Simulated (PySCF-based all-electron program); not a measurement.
## SF, doublet: squeezing and stretching

All-electron Kohn–Sham DFT on the free molecule, computed near the basis limit with an in-house program on PySCF integrals; the spin-free Dirac equation, no spin–orbit coupling, spin-unrestricted, lowest state found (another of this spin can lie close). Forces are good to about 0.004 eV/Å. A positive force pushes the atoms apart.

```json
{"r (Å)": "1.4364", "PBE (eV/Å)": "8.808", "r2SCAN (eV/Å)": "?"}
{"r (Å)": "1.596", "PBE (eV/Å)": "0.746", "r2SCAN (eV/Å)": "?"}
{"r (Å)": "1.7556", "PBE (eV/Å)": "-2.664", "r2SCAN (eV/Å)": "?"}
```

(1) Fill in the missing r2SCAN forces.

(2) Between which listed lengths does the r2SCAN force vanish, and at which of the two is it smaller?

Results:

(1) 1.4364 Å: 8.184 eV/Å; 1.596 Å: 0.217 eV/Å; 1.7556 Å: -3.107 eV/Å.

(2) Between 1.596 and 1.756 Å. The force is smaller at 1.596 Å.
